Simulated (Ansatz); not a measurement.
Wavefunction ladder for C2H2O3 (`O=C=C(O)O`)

Cartesian coordinates in Å:
```
O 0.891 -2.231 -0.435
C 0.466 -1.168 -0.227
C -0.014 0.036 0.007
O 0.397 0.736 1.104
O -0.925 0.588 -0.846
H -0.318 0.752 1.753
H -0.496 1.286 -1.356
```

The species carries charge 0 and has multiplicity 1. The geometry is a stationary point of PBE0-D4/def2-TZVP. It is one conformer, not always the lowest. Frozen core, restricted reference, Ansatz 0.2.0. CBS rows extrapolate triple and quadruple zeta; past MP2 they add the triple-zeta difference.

| basis | HF (Eh) | MP2 corr. |
| --- | --- | --- |
| def2-SVP | -301.17596 | -0.79716 |
| def2-TZVPP | -301.54460 | -1.00153 |
| def2-QZVPP | -301.55806 | -1.07855 |

**Question.** Estimate the CCSD correlation energy and the (T) correction in each basis where they were run (hartree).

**Answer.** 
```
     basis  CCSD corr.       (T)
  def2-SVP    -0.81501  -0.02602
def2-TZVPP    -1.00734  -0.04423
 CBS(def2)    -1.14142     as TZ
```
